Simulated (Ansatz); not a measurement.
Input for Ansatz (development build ahead of 0.2.0):

```yaml
crystal:
  periodic: [false, false, false]
  atoms:
    - { symbol: B, position_ang: [0.0, 0.0, 0.0] }
    - { symbol: H, position_ang: [1.11001, 0.0, 0.0] }
    - { symbol: H, position_ang: [-0.55501, 0.9613, 0.0] }
    - { symbol: H, position_ang: [-0.55501, -0.9613, 0.0] }
basis:
  gaussian: { orbitals: cc-pVTZ }
hamiltonian:
  xc: hf
correlation:
  method: mp2
  frozen_orbitals: { B: 1, H: 0 }
```

The input is written out in the form of the current development build from the run's settings.

The run gave:

| Property | Result |
| --- | --- |
| Converged | yes |
| Reference energy | -26.39050 hartree |
| Correlation energy | -0.11372 hartree |
| Total energy | -26.50422 hartree |
| Spin squared of the determinant | 0.000 |
